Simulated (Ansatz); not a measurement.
# CH5BO: the cost of one run

All numbers below are computed with Ansatz 0.2.0 (RKS B3LYP/def2-SVP).

1 further run of the same task is left out (set aside as unsound or not needed).

### 1 The system as given

Bond lengths: B1–H2 1.190 Å, B1–C3 1.600 Å, C3–H4 1.110 Å, C3–H5 1.110 Å, C3–H6 1.110 Å, B1–O7 1.410 Å, O7–H8 1.010 Å. Angles: H2–B1–C3 120.0°, H2–B1–O7 120.0°, C3–B1–O7 120.0°, B1–C3–H4 109.5°, B1–C3–H5 109.5°, B1–C3–H6 109.5°, H4–C3–H5 109.4°, H4–C3–H6 109.4°, H5–C3–H6 109.4°, B1–O7–H8 109.5°.

Structure file:

```xyz
8

B     0.0000    0.0000    0.0000
H     0.0000    0.0000    1.1900
C     1.3856    0.0000   -0.8000
H     1.7152   -1.0462   -0.9702
H     1.2491    0.5080   -1.7774
H     2.1552    0.5381   -0.2082
O    -1.2211    0.0000   -0.7050
H    -1.7308   -0.8467   -0.4965
```

### 2 Relaxing the start

Contents of input.yaml:

```yaml
crystal:
  periodic: [false, false, false]
  atoms:
    - { symbol: B, position_ang: [0.0, 0.0, 0.0] }
    - { symbol: H, position_ang: [0.0, 0.0, 1.19] }
    - { symbol: C, position_ang: [1.3856, 0.0, -0.8] }
    - { symbol: H, position_ang: [1.7152, -1.0462, -0.9702] }
    - { symbol: H, position_ang: [1.2491, 0.508, -1.7774] }
    - { symbol: H, position_ang: [2.1552, 0.5381, -0.2082] }
    - { symbol: O, position_ang: [-1.2211, 0.0, -0.705] }
    - { symbol: H, position_ang: [-1.7308, -0.8467, -0.4965] }
basis:
  gaussian: { orbitals: def2-SVP }
hamiltonian:
  xc: b3lyp
relax:
  f_tol: 0.02
  max_steps: 40
```

Run with:

```sh
ansatz run input.yaml --threads 1 --pin off --max-ram 2048MiB --backend cpu --events-out ev --progress --plain --runs-dir out
```

What time and memory should one allow on 1 thread of AMD EPYC 7R43 (Zen 3), shared host?

About 19 s, with a peak of 0.15 GiB.
